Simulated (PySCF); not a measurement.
Species: C₄H₄N₂.
Numbering: `[cH:1]1[cH:2][n:3][cH:4][n:5][cH:6]1` (hydrogens: H7 on C1; H8 on C2; H9 on C4; H10 on C6)

Computed by this run: PBE0-D3(BJ)/def2-SVP geometry optimisation, gas phase in PySCF 2.14.0; density fitting, grid level 1; the optimiser is geomeTRIC in internal coordinates, started from a GFN2-xTB structure.

Step 0: E = -7179.1536 eV
```
atom  x, y, z in Å  |  force x, y, z in eV/Å
C1     -1.1296    0.1308    0.0859    0.181  -0.017  -0.010
C2     -0.2700    1.2162   -0.0113    0.035  -0.160  -0.002
N3      1.0412    1.0669   -0.1155    0.243   0.464  -0.030
C4      1.4974   -0.1722   -0.1211   -0.045   0.005   0.001
N5      0.7773   -1.2755   -0.0323    0.136  -0.512   0.010
C6     -0.5335   -1.1224    0.0713    0.067   0.148  -0.012
H7     -2.1970    0.2542    0.1690   -0.507   0.058   0.042
H8     -0.6326    2.2365   -0.0060   -0.278   0.433   0.008
H9      2.5693   -0.2961   -0.2069    0.535  -0.061  -0.043
H10    -1.1136   -2.0338    0.1442   -0.367  -0.358   0.037
```

Task: Estimate the geometry and energy of step 1. (The exact step hangs on the optimiser's Hessian estimate; all steps are aligned on step 0, rigid shifts and turns removed.)

Result: E = -7179.1793 eV, largest force 0.083 eV/Å
```
atom  x, y, z in Å  |  force x, y, z in eV/Å
C1     -1.1269    0.1307    0.0870   -0.077   0.008   0.005
C2     -0.2668    1.2209   -0.0122   -0.031   0.060   0.003
N3      1.0509    1.0755   -0.1170    0.005   0.022  -0.002
C4      1.5068   -0.1734   -0.1214    0.082  -0.009  -0.008
N5      0.7849   -1.2863   -0.0324    0.000  -0.023   0.002
C6     -0.5314   -1.1276    0.0710   -0.043  -0.051   0.006
H7     -2.2092    0.2556    0.1727    0.048  -0.005  -0.004
H8     -0.6554    2.2478   -0.0064    0.026  -0.039  -0.003
H9      2.5944   -0.2988   -0.2078   -0.045   0.004   0.004
H10    -1.1384   -2.0396    0.1440    0.034   0.033  -0.002
```

The energy changes by -0.0256 eV. The first-order estimate −F·Δx gives -0.0541 eV and the mean of the old and new forces, exact on a quadratic surface, -0.0259 eV. The step makes an angle of 36° with the force vector and moves no atom by more than 0.025 Å.

The cost below is that of the whole optimisation. The run took 12 s of wall time on one thread of an Arm Neoverse V1 (shared host), and the process peaked at 0.52 GiB of memory.
